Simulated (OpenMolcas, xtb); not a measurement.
# A ladder of methods for C3H9P (trimethylphosphine)

The species is C3H9P (13 atoms), meant as a singlet with charge 0. SMILES: `CP(C)C`. The shape is that of a PBE0-D4/def2-TZVP optimisation.

Quantity: the dipole moment, in D. The values are calculated.

```
                              level            kind     program  value (D)   CPU time
                           GFN0-xTB  semi-empirical         xtb       1.15  under 2 s
    HF/6-31G* (spherical functions)    Hartree–Fock  OpenMolcas       1.34      7.3 s
 SVWN5/6-31G* (spherical functions)             LDA  OpenMolcas       1.51       41 s
revPBE/6-31G* (spherical functions)             GGA  OpenMolcas       1.46       49 s
  TPSS/6-31G* (spherical functions)        meta-GGA  OpenMolcas       1.44       65 s
 B3LYP/6-31G* (Cartesian functions)   global hybrid  OpenMolcas       1.38       57 s
```

The values span 1.15 to 1.51 D. Magnitudes only. Times are those of the runs behind each value, whatever else they computed, on shared processors of several kinds: orders of magnitude only.
